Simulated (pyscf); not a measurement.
Thermochemistry of product channels of `[O]=[Mo](=[O])=[O]` + `[H][H]` on the singlet surface, in eV, from ωB97M-D3(BJ)/def2-TZVP energies (ideal gas, 1 atm, RRHO with modes under 100 cm⁻¹ raised to 100, one conformer, R ln 2 for chiral ones without a mode under 150 cm⁻¹). Single points on ωB97X-D3(BJ)/def2-SVP structures (PySCF, gas phase).

```tsv
products	ΔE	ΔH(298 K)	ΔG(900 K)	ΔG(1200 K)
`[O]=[MoH](=[O])[OH]`	-2.41	-2.26	-1.31	-1.00
`[OH2]` + `[O]=[Mo]=[O]` [singlet]	+1.36	+1.55	+1.23	+1.16
```

These are energies of the channels, which say nothing of barriers. O=Mo=O [singlet] is an excited spin state, 0.84 eV over the triplet at ωB97X-D3(BJ)/def2-TZVP. A restricted singlet here is unstable towards spin polarisation, as is usual where a triplet lies low; its energy is less safe. Elements past Kr carry the def2 core potentials, without spin-orbit coupling.
